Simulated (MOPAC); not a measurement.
MOPAC input (MNDO):

```
MNDO PRECISE GNORM=0.05 LET XYZ GEO-OK AUX(PRECISION=9) THREADS=1
C2H6O

C     1.17178753 1   -0.40786818 1    0.00814112 1
C     0.00377973 1    0.55379578 1   -0.00922938 1
O    -1.19926796 1   -0.21360277 1    0.00218953 1
H    -1.95146033 1    0.38657997 1   -0.00867812 1
H     0.04636729 1    1.21437980 1    0.86589957 1
H     0.04839412 1    1.18483951 1   -0.90579449 1
H     2.11638052 1    0.13933088 1    0.00009803 1
H     1.13951779 1   -1.03119502 1    0.90289190 1
H     1.14154074 1   -1.06067865 1   -0.86540354 1
```

Output:

```
 *******************************************************************************
 **                                                                           **
 **                              MOPAC v23.2.5                                **
 **                                                                           **
 *******************************************************************************
 ** MOPAC's Digital Object Identifier: https://doi.org/10.5281/zenodo.6511958 **
 **                                                                           **
 ** Please cite the open-source release paper for use of this MOPAC version:  **
 ** J. E. Moussa and J. J. P. Stewart (2026)                                  **
 ** MOPAC: An open-source semiempirical molecular orbital program             **
 ** J. Open Source Softw., 11(119), 8025, https://doi.org/10.21105/joss.08025 **
 *******************************************************************************

                              MNDO CALCULATION RESULTS

 *******************************************************************************
 *  MNDO       - The MNDO Hamiltonian to be used
 *  GEO-OK     - OVERRIDE INTERATOMIC DISTANCE AND OTHER SAFETY CHECKS
 *  LET        - OVERRIDE SOME SAFETY CHECKS
 *  PRECISE    - TIGHTER CRITERIA TO BE USED
 *  XYZ        - CARTESIAN COORDINATE SYSTEM TO BE USED
 *  GNORM      - EXIT WHEN GRADIENT NORM DROPS BELOW 0.050
 *  AUX        - OUTPUT AUXILIARY INFORMATION
 *******************************************************************************
MNDO PRECISE GNORM=0.05 LET XYZ GEO-OK AUX(PRECISION=9) THREADS=1
 C2H6O

   ATOM   CHEMICAL          X               Y               Z
  NUMBER   SYMBOL      (ANGSTROMS)     (ANGSTROMS)     (ANGSTROMS)

     1       C          1.17178753  *  -0.40786818  *   0.00814112  *
     2       C          0.00377973  *   0.55379578  *  -0.00922938  *
     3       O         -1.19926796  *  -0.21360277  *   0.00218953  *
     4       H         -1.95146033  *   0.38657997  *  -0.00867812  *
     5       H          0.04636729  *   1.21437980  *   0.86589957  *
     6       H          0.04839412  *   1.18483951  *  -0.90579449  *
     7       H          2.11638052  *   0.13933088  *   0.00009803  *
     8       H          1.13951779  *  -1.03119502  *   0.90289190  *
     9       H          1.14154074  *  -1.06067865  *  -0.86540354  *

          CARTESIAN COORDINATES

    NO.       ATOM           X           Y           Z

     1         C          1.1718     -0.4079      0.0081
     2         C          0.0038      0.5538     -0.0092
     3         O         -1.1993     -0.2136      0.0022
     4         H         -1.9515      0.3866     -0.0087
     5         H          0.0464      1.2144      0.8659
     6         H          0.0484      1.1848     -0.9058
     7         H          2.1164      0.1393      0.0001
     8         H          1.1395     -1.0312      0.9029
     9         H          1.1415     -1.0607     -0.8654

  H: (MNDO): M.J.S. DEWAR, W. THIEL, J. AM. CHEM. SOC., 99, 4899, (1977)
  C: (MNDO): M.J.S. DEWAR, W. THIEL, J. AM. CHEM. SOC., 99, 4899, (1977)
  O: (MNDO): M.J.S. DEWAR, W. THIEL, J. AM. CHEM. SOC., 99, 4899, (1977)

           Empirical Formula: C2 H6 O  =     9 atoms

      MOLECULAR POINT GROUP   :   Cs

      RHF CALCULATION, NO. OF DOUBLY OCCUPIED LEVELS = 10

          Geometry optimization using EF

          DIAGONAL MATRIX USED AS START HESSIAN

 CYCLE:     1  GRAD.:    80.538 HEAT: -60.63595
 CYCLE:     2  GRAD.:   454.950 HEAT: -33.68043
 CYCLE:     3  GRAD.:   257.013 HEAT: -48.61296
 CYCLE:     4  GRAD.:   224.353 HEAT: -48.31171
 CYCLE:     5  GRAD.:   184.009 HEAT: -52.95960
 CYCLE:     6  GRAD.:   226.788 HEAT: -51.53123
 CYCLE:     7  GRAD.:   110.057 HEAT: -56.47334
 CYCLE:     8  GRAD.:   152.780 HEAT: -56.85953
 CYCLE:     9  GRAD.:   277.207 HEAT: -48.38721
 CYCLE:    10  GRAD.:   257.712 HEAT: -49.27417
 CYCLE:    11  GRAD.:   156.374 HEAT: -55.18222
 CYCLE:    12  GRAD.:   197.695 HEAT: -53.09802
 CYCLE:    13  GRAD.:    95.954 HEAT: -60.77712
 CYCLE:    14  GRAD.:    26.396 HEAT: -62.80402
 CYCLE:    15  GRAD.:     3.033 HEAT: -63.02731
 CYCLE:    16  GRAD.:     2.980 HEAT: -63.02669
 CYCLE:    17  GRAD.:     0.324 HEAT: -63.03257
 CYCLE:    18  GRAD.:     0.460 HEAT: -63.03271
 CYCLE:    19  GRAD.:     1.826 HEAT: -63.03178
 CYCLE:    20  GRAD.:     0.269 HEAT: -63.03290
 CYCLE:    21  GRAD.:     1.473 HEAT: -63.03233
 CYCLE:    22  GRAD.:     0.029 HEAT: -63.03292

     GRADIENT =  0.02912 IS LESS THAN CUTOFF =  0.05000

 -------------------------------------------------------------------------------
 MNDO PRECISE GNORM=0.05 LET XYZ GEO-OK AUX(PRECISION=9) THREADS=1
 C2H6O

     GEOMETRY OPTIMISED USING EIGENVECTOR FOLLOWING (EF).
     SCF FIELD WAS ACHIEVED

                              MNDO CALCULATION
                                                       MOPAC v23.2.5 Linux

          FINAL HEAT OF FORMATION =        -63.03292 KCAL/MOL =    -263.72974 KJ/MOL

          COSMO AREA              =         86.73 SQUARE ANGSTROMS
          COSMO VOLUME            =         68.24 CUBIC ANGSTROMS

          GRADIENT NORM           =          0.02912          =       0.00971 PER ATOM
          IONIZATION POTENTIAL    =         11.295864 EV
          HOMO LUMO ENERGIES (EV) =        -11.296  3.517
          NO. OF FILLED LEVELS    =         10
          MOLECULAR WEIGHT        =         46.0688         POINT GROUP:  Cs

          MOLECULAR DIMENSIONS (Angstroms)

            Atom       Atom       Distance
            H     7    H     4     4.09085
            H     5    H     9     2.85206
            H     6    H     8     2.78881

          SCF CALCULATIONS        =         23

   ATOM   CHEMICAL          X               Y               Z
  NUMBER   SYMBOL      (ANGSTROMS)     (ANGSTROMS)     (ANGSTROMS)

     1       C          1.18569684  *  -0.42159788  *   0.00838791  *
     2       C         -0.01999886  *   0.53478995  *  -0.00894027  *
     3       O         -1.21437740  *  -0.18773905  *   0.00173973  *
     4       H         -1.96215802  *   0.39259797  *  -0.00878806  *
     5       H          0.03931557  *   1.22610468  *   0.87573902  *
     6       H          0.04136222  *   1.19622747  *  -0.91603385  *
     7       H          2.12274601  *   0.17227729  *  -0.00044537  *
     8       H          1.19584561  *  -1.05703939  *   0.91623762  *
     9       H          1.19789756  *  -1.08695261  *  -0.87775389  *

                             CARTESIAN COORDINATES

   1    C        1.185696841    -0.421597875     0.008387912
   2    C       -0.019998856     0.534789951    -0.008940273
   3    O       -1.214377397    -0.187739045     0.001739734
   4    H       -1.962158017     0.392597972    -0.008788065
   5    H        0.039315571     1.226104678     0.875739023
   6    H        0.041362222     1.196227474    -0.916033846
   7    H        2.122746012     0.172277291    -0.000445375
   8    H        1.195845607    -1.057039388     0.916237621
   9    H        1.197897556    -1.086952611    -0.877753887

           Empirical Formula: C2 H6 O  =     9 atoms

      MOLECULAR POINT GROUP   :   Cs

                  EIGENVALUES
 -42.22973 -32.91271 -23.99162 -18.80704 -15.95592 -14.83608 -13.75098 -13.41464
 -12.55003 -11.29586   3.51699   3.70673   4.07474   4.52996   4.73844   5.00443
   5.70762   6.74004

              NET ATOMIC CHARGES AND DIPOLE CONTRIBUTIONS

  ATOM NO.   TYPE          CHARGE      No. of ELECS.   s-Pop       p-Pop
    1          C           0.028856        3.9711     1.22150     2.74965
    2          C           0.147800        3.8522     1.22064     2.63156
    3          O          -0.323422        6.3234     1.81903     4.50440
    4          H           0.179939        0.8201     0.82006
    5          H          -0.020402        1.0204     1.02040
    6          H          -0.020402        1.0204     1.02040
    7          H          -0.006588        1.0066     1.00659
    8          H           0.007110        0.9929     0.99289
    9          H           0.007109        0.9929     0.99289
 DIPOLE           X         Y         Z       TOTAL
 POINT-CHG.     0.347     0.636    -0.010     0.725
 HYBRID        -0.236     0.760    -0.013     0.796
 SUM            0.111     1.396    -0.023     1.401

          ATOMIC ORBITAL ELECTRON POPULATIONS

     Atom    s        px        py        pz
    1  C   1.22150   0.90150   0.91618   0.93198
    2  C   1.22064   0.84324   0.88848   0.89984
    3  O   1.81903   1.11621   1.42316   1.96503
    4  H   0.82006
    5  H   1.02040
    6  H   1.02040
    7  H   1.00659
    8  H   0.99289
    9  H   0.99289

 **********************
 *                    *
 * JOB ENDED NORMALLY *
 *                    *
 **********************

 == MOPAC DONE ==
```
